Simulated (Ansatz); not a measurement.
# C₄H₇N: basis-set convergence

The task here is to estimate one member of a computed series from the others.

The runs use Ansatz 0.2.0, Gaussian basis; one geometry, several basis sets.

Levels to be run: PBE0-D4/def2-SVP; ωB97M-V/def2-SVP; PBE0-D4/def2-QZVPP; ωB97M-V/def2-QZVPP; the functionals' def2-TZVPP values are taken from earlier runs.

## The relaxed structure

The geometry comes from an earlier relaxation with PBE0-D4 in a triple-zeta def2 set; it is a stationary point, not always the lowest conformer.

SMILES `C#CCNC`, 12 atoms, charge 0, spin multiplicity 1.

Atoms are counted from 1 here; the program's logs count them from 0.

Bond lengths: C1–C2 1.200 Å, C1–H6 1.064 Å, C2–C3 1.454 Å, C3–N4 1.450 Å, C3–H7 1.097 Å, C3–H8 1.106 Å, N4–C5 1.445 Å, N4–H9 1.012 Å, C5–H10 1.091 Å, C5–H11 1.103 Å, C5–H12 1.094 Å. Angles: C2–C1–H6 179.4°, C1–C2–C3 178.8°, C2–C3–N4 111.9°, C2–C3–H7 109.0°, C2–C3–H8 108.4°, N4–C3–H7 108.4°, N4–C3–H8 112.9°, H7–C3–H8 106.0°, C3–N4–C5 112.2°, C3–N4–H9 109.3°, C5–N4–H9 110.6°, N4–C5–H10 109.6°, N4–C5–H11 114.1°, N4–C5–H12 109.5°, H10–C5–H11 108.4°, H10–C5–H12 107.5°, H11–C5–H12 107.5°.

Coordinates:

```mol
C4H7N
  3D, bonds by distance, orders not assigned

 12 11  0  0  0  0  0  0  0  0999 V2000
   -2.7766    0.8847    0.3385 C   0  0
   -1.6373    0.7074    0.0071 C   0  0
   -0.2473    0.5033   -0.3677 C   0  0
    0.2920   -0.7183    0.1975 N   0  0
    1.7101   -0.8532   -0.0458 C   0  0
   -3.7907    1.0363    0.6231 H   0  0
   -0.1768    0.4394   -1.4603 H   0  0
    0.3279    1.4017   -0.0765 H   0  0
    0.0964   -0.7421    1.1900 H   0  0
    2.0814   -1.7544    0.4445 H   0  0
    2.3099    0.0046    0.3028 H   0  0
    1.8880   -0.9648   -1.1193 H   0  0
  1  2  8  0
  2  3  8  0
  3  4  8  0
  4  5  8  0
  1  6  8  0
  3  7  8  0
  3  8  8  0
  4  9  8  0
  5 10  8  0
  5 11  8  0
  5 12  8  0
M  END
```

The first run:

Contents of in.yaml:

```yaml
crystal:
  periodic: [false, false, false]
  atoms:
    - {symbol: C, position_ang: [-2.776592, 0.884739, 0.338467]}
    - {symbol: C, position_ang: [-1.637281, 0.707437, 0.007137]}
    - {symbol: C, position_ang: [-0.247283, 0.503346, -0.367660]}
    - {symbol: N, position_ang: [0.291955, -0.718290, 0.197479]}
    - {symbol: C, position_ang: [1.710087, -0.853180, -0.045798]}
    - {symbol: H, position_ang: [-3.790686, 1.036343, 0.623106]}
    - {symbol: H, position_ang: [-0.176824, 0.439390, -1.460298]}
    - {symbol: H, position_ang: [0.327910, 1.401674, -0.076459]}
    - {symbol: H, position_ang: [0.096414, -0.742076, 1.189975]}
    - {symbol: H, position_ang: [2.081386, -1.754364, 0.444501]}
    - {symbol: H, position_ang: [2.309895, 0.004588, 0.302768]}
    - {symbol: H, position_ang: [1.888018, -0.964809, -1.119320]}
basis:
  gaussian: {orbitals: def2-SVP}
hamiltonian: {xc: pbe0, dispersion: d4}
output: {orbitals: {seedname: orbitals}}
```

Steps of the session up to this table: PBE0-D4 in def2-SVP; ωB97M-V in def2-SVP; PBE0-D4 in def2-QZVPP; ωB97M-V in def2-QZVPP.

One table of the session follows, with a row left open; its other results are not shown here.

It belongs to the step «Density functionals: the series». 

```
functional       basis  HOMO (eV)  LUMO (eV)
   PBE0-D4    def2-SVP          ?          ?
   PBE0-D4  def2-TZVPP      -6.70       0.75
   PBE0-D4  def2-QZVPP      -6.74       0.48
   ωB97M-V    def2-SVP      -8.84       3.14
   ωB97M-V  def2-TZVPP      -9.07       2.46
   ωB97M-V  def2-QZVPP      -9.10       1.73
```

Estimate the missing values for PBE0-D4, def2-SVP.

**Answer.** HOMO (eV): -6.48; LUMO (eV): 1.13. In the column «HOMO (eV)» it is the highest.
